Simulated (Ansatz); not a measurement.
propane cation (C3H8), SMILES CCC (connectivity only; charge and spin as stated), charge +1, multiplicity 2.

Geometry optimised at B3LYP-D3(BJ)/def2-SVP. The multiplicity is an assumed one; other spin states were not compared.

Two levels are set side by side: PBE/def2-SVPD (Ansatz, an electronic-structure program) and PBE0/def2-SVPD (Ansatz). Energy differences of separate SCF runs at the same geometry; the states with an electron removed or added have multiplicity 1 and 1. Differences are taken from unrounded values.

```
quantity                           PBE
-------------------------------  -----
vertical ionisation energy (eV)  17.25
vertical electron affinity (eV)   9.55
```

Question: These are the PBE values. What does PBE0 give? (Estimate from the structure and the level; the computed values follow.)

Answer: 
| quantity | PBE0 | PBE minus PBE0 |
|---|---|---|
| vertical ionisation energy (eV) | 17.74 | -0.48 |
| vertical electron affinity (eV) | 9.79 | -0.24 |
